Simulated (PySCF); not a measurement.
# How good is the calculation?

Mapped SMILES: `[CH3:1][n:2]1[cH:3][cH:4][n:5][cH:6]1`; H(Xn) means a hydrogen on atom n.

PySCF 2.14 calculation with PBE0/pcSseg-1 with gauge-including orbitals and PBE0-D3(BJ)/def2-SVP geometry; fast rotation and ring inversion assumed for equivalent nuclei, non-relativistic, isolated molecule, a single conformation.

Reference values: measured (solution, CHCl3; Solvent effects on the nitrogen NMR chemical shifts in 1-methylazoles - a theoretical study, New J. Chem. 2015 (author manuscript)).
```json
{"atoms": "N5", "quantity": "δ ¹⁵N vs neat liquid CH3NO2", "reference": "-122.5", "computed": "–", "computed, scaled": "-114.7"}
{"atoms": "N2", "quantity": "δ ¹⁵N vs neat liquid CH3NO2", "reference": "-220.5", "computed": "–", "computed, scaled": "-223.5"}
```

Reference values: measured (solution, CCl4; Solvent effects on the nitrogen NMR chemical shifts in 1-methylazoles - a theoretical study, New J. Chem. 2015 (author manuscript)).
```csv
atoms,quantity,reference,computed,"computed, scaled"
N5,δ ¹⁵N vs neat liquid CH3NO2,-114.7,–,-114.7
N2,δ ¹⁵N vs neat liquid CH3NO2,-223.5,–,-223.5
```

Computed shifts are σ(ref) − σ with the named reference compound (TMS for H and C) calculated as an isolated molecule at the same level. The measured values may be among those fitted. Shieldings were converted by a linear fit to measured shifts: ¹⁵N: δ = -150.47 − 0.916σ (rms 7.2 ppm, 77 shifts vs CH3NO2, solution or neat liquid). A few per cent of atoms miss by over 2 rms, more outside the fitted compound classes.

4 of the 22 published NMR values on file for this molecule are compared. The rest: values from further sources.
